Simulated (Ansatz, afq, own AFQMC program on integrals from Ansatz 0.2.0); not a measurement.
**H$_{2}$O⁺, doublet: AFQMC among the cluster methods**

```csv
atom,x (Å),y (Å),z (Å)
O,0.0000,-0.0912,0.0378
H,0.0000,0.9608,-1.4584
H,0.0000,0.4862,0.8589
```

Basis 6-31G. Only valence electrons are correlated. AFQMC by an in-house program on the Cholesky factors that Ansatz 0.2.0 writes for its CCSD(T) run. ph-AFQMC/CISD is guided by a CISD state made of CCSD amplitudes; releasing the constraint for a short imaginary time cuts its bias at the price of noise, slowly where states lie close. ± is one standard error of the sampling.

Determinant: UHF, the one that the program's search chose, which needn't be the lowest solution. The geometry is a point of a scan.

Full CI on the same integrals is exact in this basis and with this determinant's frozen core.

Cautions: strong correlation (T1 0.090, weight of the determinant 0.81, largest double 0.16); unrestricted determinant spin contaminated (⟨S²⟩ 1.26 against 0.75); the CCSD(T) amplitudes may be one of several solutions (largest double 0.16); the CCSDT(Q) amplitudes may be one of several solutions (largest double 0.18); the CCSDTQ amplitudes may be one of several solutions (largest double 0.18).

- T1 diagnostic: 0.0904
- weight of the determinant in the CISD state: 0.808
- ⟨S²⟩ of the determinant: 1.264
- size of the correlated space: 7 electrons in 12 orbitals

Reference: full CI, correlation energy -3.096 eV. The released energy is read at 2.40 1/Eh (meV from the phaseless value at times in 1/Eh: -1 ± 3 at 0.24, -4.1 ± 1.8 at 0.51, -4.5 ± 2.0 at 0.99, -8 ± 7 at 1.62, -8 ± 3 at 2.40). The cautions show a poor starting determinant, so the rows tell how each method copes with it here, and full CI is the sure value.

| level | E − E(reference) (kJ/mol) | share of correlation (%) |
| --- | --- | --- |
| HF | 298.7 | 0.00 |
| MP2 | 85.1 | 71.50 |
| CCSD | 7.6 | 97.45 |
| CCSD(T) | 3.5 | 98.84 |
| CCSDT | 0.8 | 99.73 |
| CCSDT(Q) | -0.2 | 100.06 |
| CCSDTQ | 0.0 | 99.99 |
| ph-AFQMC/HF | 10.2 ± 2.2 | 96.59 |
| ph-AFQMC/CISD | 0.8 ± 0.2 | 99.73 |
| released AFQMC | 0.1 ± 0.3 | 99.97 |

CCSDT and higher add their correlation energy to the determinant of the CCSD(T) run, since their own runs factorise the integrals more tightly (a shift of under 2 meV). A walk keeps the symmetry of its determinant, which the program's search chose and which needn't be the lowest solution, so a lower state of the same spin and another symmetry isn't excluded. Released energies are given only where the last usable release times agree within the noise; a slower fall can still hide under it.
